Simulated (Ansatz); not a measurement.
Isomers of C3H7NO

2 of its isomers, all singlets with charge 0: A = dimethylformamide `CN(C)C=O`; B = `NCCC=O`.

Shapes, held fixed at every level: PBE0-D4/def2-TZVP. Flexible molecules stand in one conformer, not always the lowest. Programs: Ansatz 0.2.0.

Electronic energies in kJ/mol, without zero-point or thermal terms.

Problem. Which isomer should be the most stable, and roughly by how much?

Solution. A < B in rising energy, over a span of 43 kJ/mol, by CCSD(T)/CBS estimate. All levels agree on that. The B − A difference spans +43.4 to +62.7 kJ/mol over the levels. The CBS estimate extrapolates MP2 from def2-TZVPP and def2-QZVPP and adds CCSD(T) − MP2 in the triple-zeta set, cores frozen.

```json
{"level": "PBE-D4/def2-TZVPP", "kind": "GGA", "B − A": "+62.7"}
{"level": "r2SCAN-D4/def2-TZVPP", "kind": "meta-GGA", "B − A": "+62.2"}
{"level": "wB97M-V/def2-TZVPP", "kind": "range-separated hybrid", "B − A": "+48.5"}
{"level": "wB97X-V/def2-TZVPP", "kind": "range-separated hybrid", "B − A": "+51.8"}
{"level": "CCSD/def2-SVP", "kind": "coupled cluster or CI", "B − A": "+55.9"}
{"level": "CCSD(T)/def2-TZVPP", "kind": "coupled cluster or CI", "B − A": "+45.4"}
{"level": "CCSD(T)/CBS estimate", "kind": "coupled cluster or CI", "B − A": "+43.4"}
```
